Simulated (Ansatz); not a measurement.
SiCl2H2 (SiH2Cl2). Charge 0, multiplicity 1. Geometry PBE-D4/def2-TZVP, basis def2-TZVP, Ansatz.

```tsv
run	HOMO (eV)	LUMO (eV)
A	-11.33	1.84
B	-8.70	-0.45
C	-7.70	-0.91
D	-11.88	2.22
E	-8.09	-0.62
F	-8.86	-0.29
```

LC-ωPBE has ω = 0.4 bohr⁻¹. B3LYP takes the VWN-RPA correlation. HSE06 is defined as in plane-wave codes, on full-range PBE exchange.

Problem. The runs used B3LYP, HSE06, LC-ωPBE, r2SCAN, revPBE, ωB97M-V. Estimate which is which.

Solution. A ωB97M-V (range-separated); B HSE06 (range-separated); C revPBE (0 % exact exchange); D LC-ωPBE (range-separated); E r2SCAN (0 % exact exchange); F B3LYP (20 % exact exchange). Exact exchange lowers occupied and raises empty levels; among semilocal functionals meta-GGAs tend to open the gap a little, and such runs are hard to tell apart. The gap grows from 6.79 eV (revPBE) to 14.10 eV (LC-ωPBE).
